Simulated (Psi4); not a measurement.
# C2H5B (SMILES BC=C) at 3 levels

Wanted: a comparison of 3 runs (B3LYP/6-31G*, B3LYP/def2-TZVP, CCSD(T)/def2-SVP) of C2H5B. 

The calculation is run with Psi4 1.11.

**1. The system as given**

C2H5B: 8 atoms, total charge 0, spin state singlet. SMILES: `BC=C`. Geometry: relaxed at PBE0-D4/def2-TZVP.

Bond lengths: B1–C2 1.534 Å, C2–C3 1.339 Å, B1–H4 1.199 Å, B1–H5 1.197 Å, C2–H6 1.089 Å, C3–H7 1.086 Å, C3–H8 1.087 Å. Angles: B1–C2–C3 120.5°, B1–C2–H6 121.7°, C3–C2–H6 117.7°, C2–B1–H4 118.7°, C2–B1–H5 122.0°, C2–C3–H7 120.6°, C2–C3–H8 123.0°, H4–B1–H5 119.3°, H7–C3–H8 116.4°.

**2. Energy and forces at B3LYP/6-31G(d) (spherical functions) (run 1)**

input.in

```
memory 1600 MB

molecule {
  0 1
  B     -0.619200     0.876300    -0.693900
  C      0.322000     0.273500     0.357500
  C      0.459500    -1.054300     0.465500
  H     -1.226400     0.135900    -1.414800
  H     -0.762800     2.058300    -0.813400
  H      0.897400     0.899500     1.037300
  H     -0.092700    -1.722500    -0.189400
  H      1.114300    -1.523800     1.195500
  units angstrom
  symmetry c1
}

set globals {
  puream true
  e_convergence 1e-09
  d_convergence 1e-08
  scf_type pk
  dft_radial_points 99
  dft_spherical_points 590
}

E, wfn = gradient("b3lyp/6-31G*", return_wfn=True)
print_variables()
```

Launch:

```console
$ psi4 -i input.in -o input.out -n 1
```

input.out:

```text
[...]
  Running in c1 symmetry.
[...]
  Nuclear repulsion =   58.087442208705703
[...]
  Multiplicity = 1
[...]
  Nalpha       = 11
  Nbeta        = 11
[...]
    Number of basis functions: 52
[...]
   @RKS iter   1:  -103.83848805704490   -5.16004e-01   1.07503e-02 DIIS/ADIIS
[...]
   @RKS iter  10:  -104.02717941681293   -9.47864e-12   8.42791e-09 DIIS
[...]
  @RKS Final Energy:  -104.02717941681293
   => Energetics <=
    Nuclear Repulsion Energy =             58.0874422087057027
    One-Electron Energy =                -252.9385646590623651
    Two-Electron Energy =                 104.3834492866333505
    DFT Exchange-Correlation Energy =     -13.5595062530896229
    Empirical Dispersion Energy =           0.0000000000000000
    VV10 Nonlocal Energy =                  0.0000000000000000
    Total Energy =                       -104.0271794168129276
[...]
  -Total Gradient:
     Atom            X                  Y                   Z
    ------   -----------------  -----------------  -----------------
       1        0.001569487329    -0.001494814888     0.001763756542
       2        0.000756108709    -0.007539393149     0.000566371683
       3       -0.001161752418     0.007265495809    -0.001044658211
       4        0.000270594273    -0.000401905406     0.000283264251
       5        0.000211165597    -0.000114977208     0.000230182759
       6       -0.001074356309    -0.001172769347    -0.001269163292
       7        0.000306717248     0.001737089451     0.000409516554
       8       -0.000877982236     0.001722357942    -0.000939248990
[...]
```

Wall time 9.6 s (1 thread of Intel Xeon 6975P-C (Granite Rapids), shared host); peak memory 0.88 GiB.

**3. Energy and forces at B3LYP/def2-TZVP (run 2)**

calc.dat

```
memory 1600 mb

molecule m {
  0 1
  B     -0.619200     0.876300    -0.693900
  C      0.322000     0.273500     0.357500
  C      0.459500    -1.054300     0.465500
  H     -1.226400     0.135900    -1.414800
  H     -0.762800     2.058300    -0.813400
  H      0.897400     0.899500     1.037300
  H     -0.092700    -1.722500    -0.189400
  H      1.114300    -1.523800     1.195500
  symmetry c1
  no_reorient
  no_com
}

set basis def2-TZVP
set puream true
set e_convergence 1e-09
set d_convergence 1e-08
set scf_type pk
set dft_radial_points 99
set dft_spherical_points 590

result, w = gradient('b3lyp', return_wfn=True)
```

Launch:

```console
$ psi4 -n 1 calc.dat calc.out
```

calc.out:

```text
[...]
  Running in c1 symmetry.
[...]
  Nuclear repulsion =   58.087442208705703
[...]
  Multiplicity = 1
[...]
  Nalpha       = 11
  Nbeta        = 11
[...]
    Number of basis functions: 123
[...]
   @RKS iter   1:  -103.75136642578698   -4.72601e-01   6.19786e-03 DIIS/ADIIS
[...]
   @RKS iter  11:  -104.07120099195112   -1.00897e-12   2.53094e-09 DIIS
[...]
  @RKS Final Energy:  -104.07120099195112
   => Energetics <=
    Nuclear Repulsion Energy =             58.0874422087057027
    One-Electron Energy =                -252.9038335459992481
    Two-Electron Energy =                 104.2993715092384406
    DFT Exchange-Correlation Energy =     -13.5541811638960130
    Empirical Dispersion Energy =           0.0000000000000000
    VV10 Nonlocal Energy =                  0.0000000000000000
    Total Energy =                       -104.0712009919511161
[...]
  -Total Gradient:
     Atom            X                  Y                   Z
    ------   -----------------  -----------------  -----------------
       1        0.001341368563    -0.001470429180     0.001504112164
       2        0.000153456269    -0.001965044191     0.000082432792
       3       -0.000754575062     0.003129332873    -0.000732175694
       4       -0.000862421335    -0.001481309368    -0.001049992523
       5       -0.000159518926     0.001821285957    -0.000120060341
       6        0.000412878811     0.000313124246     0.000483579840
       7       -0.000758342322    -0.000207949853    -0.000877742635
       8        0.000627209477    -0.000137583231     0.000709965367
[...]
```

Wall time 32 s (1 thread of Intel Xeon 6975P-C (Granite Rapids), shared host); peak memory 0.79 GiB.

**4. The energy at CCSD(T)/def2-SVP (run 3)**

c2h5b.dat

```
memory 1600 mb

molecule molecule1 {
  B     -0.619200     0.876300    -0.693900
  C      0.322000     0.273500     0.357500
  C      0.459500    -1.054300     0.465500
  H     -1.226400     0.135900    -1.414800
  H     -0.762800     2.058300    -0.813400
  H      0.897400     0.899500     1.037300
  H     -0.092700    -1.722500    -0.189400
  H      1.114300    -1.523800     1.195500
  symmetry c1
  no_reorient
  no_com
}

set globals {
  basis           def2-SVP
  reference       rhf
  puream          true
  e_convergence   1e-09
  d_convergence   1e-08
  scf_type        pk
  num_frozen_docc 3
}

result = energy('ccsd(t)')
print_variables()
```

Launch:

```console
$ psi4 -i c2h5b.dat -o c2h5b.out -n 1
```

c2h5b.out:

```text
[...]
  Running in c1 symmetry.
[...]
  Nuclear repulsion =   58.087442208705703
[...]
  Multiplicity = 1
[...]
  Nalpha       = 11
  Nbeta        = 11
[...]
    Number of basis functions: 67
[...]
   @RHF iter   1:  -103.15541354596328   -8.81726e-01   4.37059e-03 DIIS/ADIIS
[...]
   @RHF iter  11:  -103.21508727821309   -5.32907e-12   5.09150e-09 DIIS
[...]
  @RHF Final Energy:  -103.21508727821309
   => Energetics <=
    Nuclear Repulsion Energy =             58.0874422087057027
    One-Electron Energy =                -252.3706652963163606
    Two-Electron Energy =                  91.0681358093975604
    Total Energy =                       -103.2150872782130904
[...]
 Multipole Moments:
 ------------------------------------------------------------------------------------
     Multipole            Electronic (a.u.)      Nuclear  (a.u.)        Total (a.u.)
 ------------------------------------------------------------------------------------
 L = 1.  Multiply by 2.5417464519 to convert [e a0] to [Debye]
 Dipole X            :         -2.6501092            2.8776749            0.2275657
 Dipole Y            :          0.4973859           -0.8615261           -0.3641402
 Dipole Z            :         -2.1795162            2.4258414            0.2463252
 Magnitude           :                                                    0.4950358
[...]
      * MP2 total energy                      = -103.564515809403204
[...]
      * CCSD total energy                     = -103.605140704952632
[...]
      * CCSD(T) total energy                  = -103.618249250804297
[...]
```

It took 7.5 s on 1 thread of Intel Xeon 6975P-C (Granite Rapids), shared host; peak memory 0.36 GiB.

**5. Overview of the runs**

| run | level | task | frozen core orbitals | energy (Eh) | dipole moment (D) | HOMO energy (eV) | LUMO energy (eV) | wall time |
| --- | --- | --- | --- | --- | --- | --- | --- | --- |
| 1 | B3LYP/6-31G* (spherical functions) | gradient | 0 | -104.027179 | 1.39 | -7.96 | -1.88 | 9.6 s |
| 2 | B3LYP/def2-TZVP | gradient | 0 | -104.071201 | 1.35 | -8.27 | -2.29 | 32 s |
| 3 | CCSD(T)/def2-SVP | energy | 3 | -103.618249 | – | -10.66 | 1.79 | 7.5 s |

**6. What came out**

| quantity | value |
| --- | --- |
| run 3: total energy | -103.61825 Eh |
| run 3: HOMO energy (Hartree–Fock orbitals) | -10.66 eV |
| run 3: LUMO energy (Hartree–Fock orbitals) | 1.79 eV |
| run 3: HOMO–LUMO gap (Hartree–Fock orbitals) | 12.45 eV |
| run 3: correlation energy (3 core orbitals frozen) | -403.2 mEh |
| run 3: (T) correction | -13.11 mEh |
| run 3: T1 diagnostic | 0.010 |

All runs together took 50 s, the longest 32 s.
